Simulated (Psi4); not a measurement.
# PH (SMILES [PH]), step by step, part 2 of 2

Psi4 1.11. The steps go on from the part before.

## 5. The vertical excitations at TDA-BLYP/6-31G (density fitting, save jk yes) (run 4)

job.inp reads:

```
memory 1.6 GB

molecule molecule1 {
  0 3
  P      0.000000     0.000000    -0.016400
  H      0.000000     0.000000     1.468705
  units angstrom
}

set {
  basis     6-31G
  reference uks
  save_jk   true
}

from psi4.driver.procrouting.response.scf_response import tdscf_excitations
e, wfn = energy("blyp", return_wfn=True)
states = tdscf_excitations(wfn, states=4, tda=True)
```

Launch:

```
psi4 -i job.inp -o job.out -n 1
```

job.out:

```text
Psi4 1.11 release

   => Loading Basis Set <=

    Name: 6-31G
    Role: ORBITAL
    Keyword: BASIS

         ---------------------------------------------------------
                                   SCF
                              UKS Reference
                        1 Threads,   1525 MiB Core
         ---------------------------------------------------------

  ==> Geometry <==

    Molecular point group: c2v
    Full point group: C_inf_v

    Geometry (in Angstrom), charge = 0, multiplicity = 3:

       Center              X                  Y                   Z               Mass
    ------------   -----------------  -----------------  -----------------  -----------------
         P            0.000000000000     0.000000000000    -0.046799616075    30.973761998420
         H            0.000000000000     0.000000000000     1.438305383925     1.007825032230

  Running in c2v symmetry.

  Rotational constants: A = ************  B =      7.83075  C =      7.83075 [cm^-1]
  Rotational constants: A = ************  B = 234759.83297  C = 234759.83297 [MHz]
  Nuclear repulsion =    5.344846431767452

  Charge       = 0
  Multiplicity = 3
  Electrons    = 16
  Nalpha       = 9
  Nbeta        = 7

  ==> Algorithm <==

  SCF Algorithm Type is DF.
  DIIS enabled.
  MOM disabled.
  Fractional occupation disabled.
  Guess Type is SAD.
  Energy threshold   = 1.00e-06
  Density threshold  = 1.00e-06
  Integral threshold = 1.00e-12

  ==> Primary Basis <==

  Basis Set: 6-31G
    Blend: 6-31G
    Number of shells: 9
    Number of basis functions: 15
    Number of Cartesian functions: 15
    Spherical Harmonics?: false
    Max angular momentum: 1

  ==> DFT Potential <==

   => LibXC <=

    Version 7.1.2

   => Composite Functional: BLYP <=

    BLYP GGA Exchange-Correlation Functional

    Deriv               =              1
    GGA                 =           TRUE
    Meta                =          FALSE

    Exchange Hybrid     =          FALSE
    MP2 Hybrid          =          FALSE

   => Exchange Functionals <=

    1.0000     XC_GGA_X_B88

   => Correlation Functionals <=

    1.0000     XC_GGA_C_LYP

   => LibXC Density Thresholds  <==

    XC_GGA_C_LYP:  1.00E-14
    XC_GGA_X_B88:  1.00E-15

   => Molecular Quadrature <=

    Radial Scheme          =       TREUTLER
    Pruning Scheme         =           NONE
    Nuclear Scheme         =       TREUTLER

    Blocking Scheme        =         OCTREE
    BS radius alpha        =              1
    Pruning alpha          =              1
    Radial Points          =             75
    Spherical Points       =            302
    Total Points           =          42956
    Total Blocks           =            384
    Max Points             =            253
    Max Functions          =             15
    Weights Tolerance      =       1.00E-15

   => Loading Basis Set <=

    Name: (6-31G AUX)
    Role: JKFIT
    Keyword: DF_BASIS_SCF

  ==> Integral Setup <==

  DFHelper Memory: AOs need 0.000 GiB; user supplied 1.100 GiB.
  SCF_SUBTYPE=INCORE selected. In-core MEM_DF algorithm will be used.
  Using in-core AOs.

  ==> MemDFJK: Density-Fitted J/K Matrices <==

    J tasked:                   Yes
    K tasked:                    No
    wK tasked:                   No
    Memory [MiB]:              1126
    Algorithm:                 Core
    Schwarz Cutoff:           1E-12
    Mask sparsity (%):       0.0000
    Fitting Condition:        1E-10

   => Auxiliary Basis Set <=

  Basis Set: (6-31G AUX)
    Blend: CC-PVDZ-JKFIT
    Number of shells: 45
    Number of basis functions: 155
    Number of Cartesian functions: 155
    Spherical Harmonics?: false
    Max angular momentum: 3

  Cached 100.0% of DFT collocation blocks in 0.017 [GiB].

  Minimum eigenvalue in the overlap matrix is 6.6944542030E-02.
  Reciprocal condition number of the overlap matrix is 2.2858683937E-02.
    Using symmetric orthogonalization.

  ==> Pre-Iterations <==

  SCF Guess: Superposition of Atomic Densities via on-the-fly atomic UHF (no occupation information).

   -------------------------
    Irrep   Nso     Nmo
   -------------------------
     A1         9       9
     A2         0       0
     B1         3       3
     B2         3       3
   -------------------------
    Total      15      15
   -------------------------

  ==> Iterations <==

                           Total Energy        Delta E     RMS |[F,P]|

   @DF-UKS iter SAD:  -341.54626728937461   -3.41546e+02   0.00000e+00
   @DF-UKS iter   1:  -341.81931732914518   -2.73050e-01   1.52021e-02 ADIIS/DIIS
   @DF-UKS iter   2:  -341.82440011276702   -5.08278e-03   1.33575e-02 ADIIS/DIIS
   @DF-UKS iter   3:  -341.83990187513837   -1.55018e-02   1.99425e-03 ADIIS/DIIS
   @DF-UKS iter   4:  -341.84033174983296   -4.29875e-04   2.23276e-04 ADIIS/DIIS
   @DF-UKS iter   5:  -341.84033954559106   -7.79576e-06   4.69419e-05 DIIS
   @DF-UKS iter   6:  -341.84033998389930   -4.38308e-07   5.38704e-06 DIIS
   @DF-UKS iter   7:  -341.84033999068498   -6.78568e-09   2.12983e-07 DIIS
  Energy and wave function converged.

  ==> Post-Iterations <==

   Electrons on quadrature grid:
      Nalpha   =    9.0000000448 ; deviation = 4.484e-08
      Nbeta    =    7.0000000458 ; deviation = 4.582e-08
      Ntotal   =   16.0000000907 ; deviation = 9.066e-08

   @Spin Contamination Metric:   2.537599229E-03
   @S^2 Expected:                2.000000000E+00
   @S^2 Observed:                2.002537599E+00
   @S   Expected:                1.000000000E+00
   @S   Observed:                1.000000000E+00

    Orbital Energies [Eh]
    ---------------------

    Alpha Occupied:

       1A1   -76.399108     2A1    -6.335150     1B2    -4.562002
       1B1    -4.562002     3A1    -4.557231     4A1    -0.558128
       5A1    -0.300726     2B2    -0.213870     2B1    -0.213870

    Alpha Virtual:

       6A1     0.017937     7A1     0.204108     8A1     0.265153
       3B1     0.265724     3B2     0.265724     9A1     0.816678

    Beta Occupied:

       1A1   -76.392003     2A1    -6.327978     3A1    -4.552599
       1B1    -4.549971     1B2    -4.549971     4A1    -0.510255
       5A1    -0.279679

    Beta Virtual:

       2B2    -0.146135     2B1    -0.146135     6A1     0.034102
       7A1     0.234622     8A1     0.277598     3B1     0.302629
       3B2     0.302629     9A1     0.813495

    Final Occupation by Irrep:
             A1    A2    B1    B2
    DOCC [     5,    0,    1,    1 ]
    SOCC [     0,    0,    1,    1 ]
    NA   [     5,    0,    2,    2 ]
    NB   [     5,    0,    1,    1 ]

  @DF-UKS Final Energy:  -341.84033999068498

   => Energetics <=

    Nuclear Repulsion Energy =              5.3448464317674516
    One-Electron Energy =                -482.7264538321404643
    Two-Electron Energy =                 159.0761273512232776
    DFT Exchange-Correlation Energy =     -23.5348599415352027
    Empirical Dispersion Energy =           0.0000000000000000
    VV10 Nonlocal Energy =                  0.0000000000000000
    Total Energy =                       -341.8403399906849813

  UHF NO Occupations:
  HONO-2 :    5 A1 1.9988345
  HONO-1 :    2 B2 1.0000000
  HONO-0 :    2 B1 1.0000000
  LUNO+0 :    6 A1 0.0011655
  LUNO+1 :    7 A1 0.0001037
  LUNO+2 :    3 B2 0.0000002
  LUNO+3 :    3 B1 0.0000002

Computation Completed

Properties will be evaluated at   0.000000,   0.000000,   0.000000 [a0]

Properties computed using the SCF density matrix

 Multipole Moments:

 ------------------------------------------------------------------------------------
     Multipole            Electronic (a.u.)      Nuclear  (a.u.)        Total (a.u.)
 ------------------------------------------------------------------------------------

 L = 1.  Multiply by 2.5417464519 to convert [e a0] to [Debye]
 Dipole X            :          0.0000000            0.0000000            0.0000000
 Dipole Y            :          0.0000000            0.0000000            0.0000000
 Dipole Z            :         -1.1065607            1.3914264            0.2848657
 Magnitude           :                                                    0.2848657

 ------------------------------------------------------------------------------------

	total time  =          1 seconds =       0.02 minutes

******************************************************************************************
**********                               WARNING                                **********
**********       The names of excited state variables changed between 1.5       **********
**********     and 1.6. For a quick solution, remove the symmetry specifier     **********
**********   from the variable name. For full details, see 'Notes on Psivars'   **********
**********                        in the documentation.                         **********
******************************************************************************************

         ---------------------------------------------------------
                         TDSCF excitation energies
         ---------------------------------------------------------

  ==> Options <==

     Residual threshold  : 1.0000e-04
     Initial guess       : denominators
     Reference           : UHF
     Solver type         : TDA (Davidson)

  ==> Requested Excitations <==

      1 singlet states with A1 symmetry
      1 singlet states with A2 symmetry
      1 singlet states with B1 symmetry
      1 singlet states with B2 symmetry

  ==> Seeking the lowest 1 singlet states with A1 symmetry

                         Generalized Davidson Solver

  ==> Options <==

    Max number of iterations        = 60
    Eigenvector tolerance           = 1.0000e-04
    Max number of expansion vectors = 200

  => Iterations <=
                           Max[D[value]]     Max[|R|]   # vectors
  DavidsonSolver iter   1:   4.67845e-01  1.67801e-03      4
  DavidsonSolver iter   2:   6.43560e-07  2.38482e-06      5      Converged

  ==> Seeking the lowest 1 singlet states with A2 symmetry

                         Generalized Davidson Solver

  ==> Options <==

    Max number of iterations        = 60
    Eigenvector tolerance           = 1.0000e-04
    Max number of expansion vectors = 200

  => Iterations <=
                           Max[D[value]]     Max[|R|]   # vectors
  DavidsonSolver iter   1:   2.77431e-01  3.08498e-02      4
  DavidsonSolver iter   2:   1.94905e-03  1.79907e-03      5
  DavidsonSolver iter   3:   5.85747e-06  1.69497e-04      6
  DavidsonSolver iter   4:   7.58264e-08  1.40799e-05      7      Converged

  ==> Seeking the lowest 1 singlet states with B1 symmetry

                         Generalized Davidson Solver

  ==> Options <==

    Max number of iterations        = 60
    Eigenvector tolerance           = 1.0000e-04
    Max number of expansion vectors = 200

  => Iterations <=
                           Max[D[value]]     Max[|R|]   # vectors
  DavidsonSolver iter   1:   1.40008e-01  1.88193e-02      4
  DavidsonSolver iter   2:   5.78676e-04  5.61852e-04      5
  DavidsonSolver iter   3:   6.25870e-07  9.54646e-06      6      Converged

  ==> Seeking the lowest 1 singlet states with B2 symmetry

                         Generalized Davidson Solver

  ==> Options <==

    Max number of iterations        = 60
    Eigenvector tolerance           = 1.0000e-04
    Max number of expansion vectors = 200

  => Iterations <=
                           Max[D[value]]     Max[|R|]   # vectors
  DavidsonSolver iter   1:   1.40008e-01  1.88193e-02      4
  DavidsonSolver iter   2:   5.78676e-04  5.61852e-04      5
  DavidsonSolver iter   3:   6.25870e-07  9.54646e-06      6      Converged

******************************************************************************************
**********                               WARNING                                **********
**********  Length-gauge rotatory strengths are **NOT** gauge-origin invariant  **********
******************************************************************************************

                                    Excitation Energy         Total Energy        Oscillator Strength             Rotatory Strength
     #   Sym: GS->ES (Trans)        au              eV              au          au (length)    au (velocity)    au (length)    au (velocity)
    ---- -------------------- --------------- --------------- --------------- --------------- --------------- --------------- ---------------
     1      A2->B1 (1 B2)      0.13943         3.79404        -341.70091       0.0207          0.0363          0.0000         -0.0000
     2      A2->B2 (1 B1)      0.13943         3.79404        -341.70091       0.0207          0.0363          0.0000         -0.0000
     3      A2->A2 (1 A1)      0.27548         7.49609        -341.56486       0.0003          0.0014          0.0000         -0.0000
     4      A2->A1 (1 A2)      0.46784         12.73069       -341.37250       0.0000          0.0000          0.0000         -0.0000

Contributing excitations
Only contributions with abs(coeff) > 1.00e-01 will be printed:

Excited State    1 (1 B1):   0.13943 au   326.79 nm f = 0.0207
Alpha orbitals:
  Sums of squares: Xssq =  1.060088e-03
Beta orbitals:
  Sums of squares: Xssq =  9.989399e-01
      5a1 (b) ->   2b2 (b)    0.997219 (99.445%)

Excited State    2 (1 B2):   0.13943 au   326.79 nm f = 0.0207
Alpha orbitals:
  Sums of squares: Xssq =  1.060088e-03
Beta orbitals:
  Sums of squares: Xssq =  9.989399e-01
      5a1 (b) ->   2b1 (b)    0.997219 (99.445%)

Excited State    3 (1 A2):   0.27548 au   165.40 nm f = 0.0003
Alpha orbitals:
  Sums of squares: Xssq =  4.755753e-01
      5a1 (a) ->   6a1 (a)    0.688088 (47.347%)
Beta orbitals:
  Sums of squares: Xssq =  5.244247e-01
      5a1 (b) ->   6a1 (b)   -0.721800 (52.100%)

Excited State    4 (1 A1):   0.46784 au   97.39 nm f = 0.0000
Alpha orbitals:
  Sums of squares: Xssq =  9.999997e-01
      2b1 (a) ->   3b2 (a)    0.707107 (50.000%)
      2b2 (a) ->   3b1 (a)    0.707107 (50.000%)
Beta orbitals:
  Sums of squares: Xssq =  2.646090e-07

******************************************************************************************
**********                               WARNING                                **********
**********       The names of excited state variables changed between 1.5       **********
**********     and 1.6. For a quick solution, remove the symmetry specifier     **********
**********   from the variable name. For full details, see 'Notes on Psivars'   **********
**********                        in the documentation.                         **********
******************************************************************************************

    Psi4 run time: 0:00:03.23
```

Wall time 4.5 s (1 thread of AMD EPYC 7B13 (Zen 3), shared host); peak memory 0.21 GiB.

The roots found:

```csv
excited state,energy (eV),strength,label
1,3.794,0.0207,B1 1
2,3.794,0.0207,B2 1
3,7.496,0.0003,A2 1
4,12.731,0.0000,A1 1
```

## 6. Results

The summary covers parts 1 to 2.

| quantity | value |
| --- | --- |
| run 1, UBLYP/6-31G: total energy at the end | -341.84034 Eh |
| run 1, UBLYP/6-31G: dipole moment | 0.72 D |
| run 1, UBLYP/6-31G: HOMO energy (highest over α and β) | -5.82 eV |
| run 1, UBLYP/6-31G: LUMO energy (lowest over α and β) | -3.98 eV |
| run 1, UBLYP/6-31G: bond length | 1.485 Å |
| run 1, UBLYP/6-31G: ⟨S²⟩ | 2.003 |
| run 2, UBLYP/6-31G: harmonic wavenumber | 2110 cm⁻¹ |
| run 2, UBLYP/6-31G: zero-point energy | 12.6 kJ/mol |
| run 2, UBLYP/6-31G: ideal-gas entropy at 298.15 K (symmetry number 1 as used) | 47.0 cal/(mol K) |
| run 3, UCCSD(T)/cc-pVTZ: total energy | -341.43139 Eh |
| run 3, UCCSD(T)/cc-pVTZ: HOMO energy (Hartree–Fock orbitals) (highest over α and β) | -10.51 eV |
| run 3, UCCSD(T)/cc-pVTZ: LUMO energy (Hartree–Fock orbitals) (lowest over α and β) | 1.31 eV |
| run 3, UCCSD(T)/cc-pVTZ: correlation energy (5 core orbitals frozen) | -135.4 mEh |
| run 3, UCCSD(T)/cc-pVTZ: (T) correction | -4.58 mEh |
| run 3, UCCSD(T)/cc-pVTZ: ⟨S²⟩ of the reference determinant | 2.027 |
| run 3, UCCSD(T)/cc-pVTZ: T1 diagnostic | 0.025 |
| run 4, TDA-BLYP/6-31G: ground-state or mean-field energy | -341.84034 Eh |
| run 4, TDA-BLYP/6-31G: dipole moment (BLYP Kohn–Sham density) | 0.72 D |
| run 4, TDA-BLYP/6-31G: HOMO energy (BLYP Kohn–Sham orbitals) (highest over α and β) | -5.82 eV |
| run 4, TDA-BLYP/6-31G: LUMO energy (BLYP Kohn–Sham orbitals) (lowest over α and β) | -3.98 eV |
| run 4, TDA-BLYP/6-31G: ⟨S²⟩ of the reference determinant | 2.003 |
| run 4, TDA-BLYP/6-31G: lowest excitation energy | 3.79 eV |

In words: The optimisation (run 1, UBLYP/6-31G) took 3 steps and changed the energy by -0.029 eV. The one mode (run 2, UBLYP/6-31G) is real, so the shape is a minimum at this level. The triples (run 3, UCCSD(T)/cc-pVTZ) make up 3.4 % of the correlation energy. The brightest of the 4 transitions from the ground state lies at 3.79 eV (327 nm, f = 0.041, degenerate roots summed). Roots above 5.8 eV lie over the negative of the HOMO energy, where those of Rydberg kind are poorly described; valence roots are less touched.
